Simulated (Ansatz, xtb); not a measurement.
**Two isomers of CH5MgN**

Structure X is `C[NH][MgH]`, a singlet and structure Y is `[CH3][Mg][NH2]`, a singlet. Both are isolated molecules in the gas phase, relaxed with PBE0-D3(BJ)/def2-SVP.

Question: Which of the two would you expect CCSD(T)/def2-TZVPP electronic energies to favour?

Answer: Structure Y; the calculation gives E(Y) − E(X) = −79.0 kJ/mol.

How the difference moves with the method:

```
               level              geometry  E(Y) − E(X) (kJ/mol)  departure from the last row (kJ/mol)  job, with rough time for the two
PBE0-D3(BJ)/def2-SVP  PBE0-D3(BJ)/def2-SVP                   −58.7                                 +20.3                optimisation, 16 s
       HF/def2-TZVPP  PBE0-D3(BJ)/def2-SVP                   −65.0                                 +13.9           part of the CCSD(T) run
      MP2/def2-TZVPP  PBE0-D3(BJ)/def2-SVP                   −85.6                                  −6.7           part of the CCSD(T) run
  CCSD(T)/def2-TZVPP  PBE0-D3(BJ)/def2-SVP                   −79.0                                                      single point, 54 s
```

As drawn, Y has 1 C–Mg, 1 N–H in place of 1 C–N, 1 Mg–H.

None of the levels shown reverses the order. The largest departure from CCSD(T)/def2-TZVPP is that of PBE0-D3(BJ)/def2-SVP, 20.3 kJ/mol. A small imaginary or near-zero mode remains, so no thermal terms are given. Levels run at GFN2-xTB geometries aren't shown.

The correlated steps freeze 3 core orbitals; the last core shell of Mg is correlated, in a basis made for valence electrons. Programs: Ansatz 0.2.0; the last row on 2 threads of Arm Neoverse V2 on a shared host.
